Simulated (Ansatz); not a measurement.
# One shape, several levels: triplet PH3S

Wanted: a comparison of 6 runs (U-r2SCAN/STO-3G, U-r2SCAN0/STO-3G, UB2PLYP/STO-3G, UB3LYP/STO-3G, UCCSDTQ/STO-3G, UCCSD(T)/STO-3G) of triplet PH3S. 

Program for the calculation: Ansatz 0.2.0.

47 further runs of the same task are left out: 47 set aside as unsound or not needed.

### 1 The structure to begin with

PH3S: 5 atoms, total charge 0, spin state triplet. SMILES of the parent species: `[PH3]=S`. Geometry: relaxed at GFN2-xTB. That shape belongs to the parent species and isn't relaxed for this state.

Bond lengths: P1–S2 1.914 Å, P1–H3 1.394 Å, P1–H4 1.394 Å, P1–H5 1.394 Å. Angles: S2–P1–H3 118.2°, S2–P1–H4 118.2°, S2–P1–H5 118.2°, H3–P1–H4 99.6°, H3–P1–H5 99.4°, H4–P1–H5 99.4°.

### 2 A single-point energy at U-r2SCAN/STO-3G (run 1)

Contents of in.yaml:

```yaml
crystal:
  periodic: [false, false, false]
  atoms:
    - {symbol: P, position_ang: [0.007920, -0.006600, 0.007660]}
    - {symbol: S, position_ang: [1.261690, -0.941140, 1.111260]}
    - {symbol: H, position_ang: [-1.166840, 0.461930, 0.594540]}
    - {symbol: H, position_ang: [-0.532470, -0.676580, -1.089190]}
    - {symbol: H, position_ang: [0.429710, 1.162380, -0.624270]}
basis:
  gaussian: {orbitals: STO-3G}
hamiltonian: {xc: {name: r2SCAN}}
magnetization: {spin_polarized: true, initial_magnetization: 2}
accuracy: high
```

Launch:

```bash
$ ansatz run in.yaml --threads 1 --pin off --max-ram 2610MiB --events-out events.jsonl --progress --plain --runs-dir runs
```

Output:

```text
Warning: RAYON_NUM_THREADS=1 ignored (pool sized by the plan → 1); use --threads N
Functional definition: r2SCAN
  name "r2SCAN"
  parameter k0 = 0.174
  parameter k1 = 0.065
  parameter a1 = 4.9479
  exchange = r2scan_x(k0 = k0, k1 = k1, a1 = a1)
  correlation = r2scan_c
365 factors; integrals over basis functions are off by at most 2.7e-8 eV
mean field evaluation 1: about -19937.3165 eV, gradient 1.2e1 eV
mean field evaluation 2: about -19937.6265 eV, gradient 9.9e0 eV
mean field evaluation 4: about -19938.4185 eV, gradient 5.4e-1 eV
mean field evaluation 8: about -19938.3962 eV, gradient 2.6e-2 eV
mean field evaluation 16: about -19938.3965 eV, gradient 2.6e-2 eV
mean field evaluation 32: about -19938.3973 eV, gradient 4.9e-6 eV
mean field evaluation 64: about -19938.3963 eV, gradient 1.1e-3 eV
mean field evaluation 96: about -19938.3957 eV, gradient 5.6e-4 eV
mean field -19938.39730208 eV, -732.7225861203 hartree, gradient 8.2e-8 eV, S^2 2.002058; 6 other end points of the search recorded, 0 dependent functions left out
reference -19938.39730283 eV, -732.7225861481 hartree; 18, 16 occupied and 3, 5 virtual orbitals, 365 factors
Total energy: -19938.39730283 eV, -732.7225861481 hartree
```

It took 38 s on 1 thread of Intel Xeon 6975P-C (Granite Rapids), shared host; peak memory 0.25 GiB.

### 3 The energy at U-r2SCAN0/STO-3G (run 2)

in.yaml: that of step 2 with these lines changed.

```diff
@@ -10,4 +10,4 @@
   gaussian: {orbitals: STO-3G}
-hamiltonian: {xc: {name: r2SCAN}}
 magnetization: {spin_polarized: true, initial_magnetization: 2}
+hamiltonian: {xc: {name: r2SCAN0}}
 accuracy: high
```

Launch:

```bash
$ ansatz run in.yaml --threads 1 --pin off --max-ram 2610MiB --events-out events.jsonl --progress --plain --runs-dir runs
```

Output:

```text
Warning: RAYON_NUM_THREADS=1 ignored (pool sized by the plan → 1); use --threads N
Functional definition: r2SCAN0
  name "r2SCAN0"
  parameter a = 0.25
[... 3 set-up lines as earlier in the session ...]
  exchange = (1 - a)*r2scan_x(k0 = k0, k1 = k1, a1 = a1) + a*exact_x
[... 1 set-up line as earlier in the session ...]
365 factors; integrals over basis functions are off by at most 2.7e-8 eV
mean field evaluation 1: about -19937.8125 eV, gradient 1.0e1 eV
mean field evaluation 2: about -19938.4777 eV, gradient 5.8e0 eV
mean field evaluation 4: about -19938.7669 eV, gradient 1.2e-1 eV
mean field evaluation 8: about -19938.7670 eV, gradient 5.5e-3 eV
mean field evaluation 16: about -19938.7670 eV, gradient 7.1e-4 eV
mean field evaluation 32: about -19938.7673 eV, gradient 5.4e-6 eV
mean field evaluation 64: about -19938.7680 eV, gradient 9.9e-4 eV
mean field -19938.76821098 eV, -732.7362167711 hartree, gradient 2.9e-8 eV, S^2 2.003053; 4 other end points of the search recorded, 0 dependent functions left out
reference -19938.76821156 eV, -732.7362167925 hartree; 18, 16 occupied and 3, 5 virtual orbitals, 365 factors
Total energy: -19938.76821156 eV, -732.7362167925 hartree
```

Wall time 32 s (1 thread of Intel Xeon 6975P-C (Granite Rapids), shared host); peak memory 0.24 GiB.

Runs 3 to 5 aren't shown in full; the table further down has their settings and results.

### 4 A single-point energy at UCCSD(T)/STO-3G (run 6)

in.yaml: that of step 3 with these lines changed.

```diff
@@ -9,5 +9,12 @@
 basis:
-  gaussian: {orbitals: STO-3G}
-magnetization: {spin_polarized: true, initial_magnetization: 2}
-hamiltonian: {xc: {name: r2SCAN0}}
+  gaussian:
+    orbitals: STO-3G
+magnetization:
+  spin_polarized: true
+  initial_magnetization: 2
+correlation:
+  method: ccsd_t
+  frozen_orbitals: {H: 0, P: 5, S: 5}
 accuracy: high
+scf:
+  omitted_lower_state_checks: [cluster_reference, increment]
```

Launch:

```bash
$ ansatz run in.yaml --threads 1 --pin off --max-ram 2610MiB --events-out events.jsonl --progress --plain --runs-dir runs
```

Output:

```text
Warning: RAYON_NUM_THREADS=1 ignored (pool sized by the plan → 1); use --threads N
[... 14 lines left out ...]
10 core orbitals not correlated: weight in the atoms' cores, before any rotation towards them, 1.000 or more for the frozen orbitals, at most 0.000 for the correlated occupied ones
[... 43 lines left out ...]
Total energy: -19907.73072094 eV, -731.5956100500 hartree
Checks for a lower state left out: cluster_reference, increment
```

Wall time 0.44 s (1 thread of Intel Xeon 6975P-C (Granite Rapids), shared host).

### 5 All runs side by side

```tsv
run	level	frozen core orbitals	energy (Eh)	⟨S²⟩	wall time
1	U-r2SCAN/STO-3G	–	-732.722586	2.002	38 s
2	U-r2SCAN0/STO-3G	–	-732.736217	2.003	32 s
3	UB2PLYP/STO-3G	10	-732.423672	2.004	6.3 s
4	UB3LYP/STO-3G	–	-732.760762	2.002	4.8 s
5	UCCSDTQ/STO-3G	10	-731.596004	2.005	31 s
6	UCCSD(T)/STO-3G	10	-731.595610	2.005	0.44 s
```

### 6 Summary of results

| quantity | value |
| --- | --- |
| run 6: total energy | -731.59561 Eh |
| run 6: correlation energy (10 core orbitals frozen) | -71.4 mEh |
| run 6: (T) correction | -0.83 mEh |
| run 6: ⟨S²⟩ of the reference determinant | 2.005 |
| run 6: T1 diagnostic | 0.014 |

**Reading.** Totals of different functionals can't be ranked against each other. In runs 1, 2, 3, 4, 5, 6 the basis is minimal, so the values are rough. All runs together took 1.9 min, the longest 38 s.
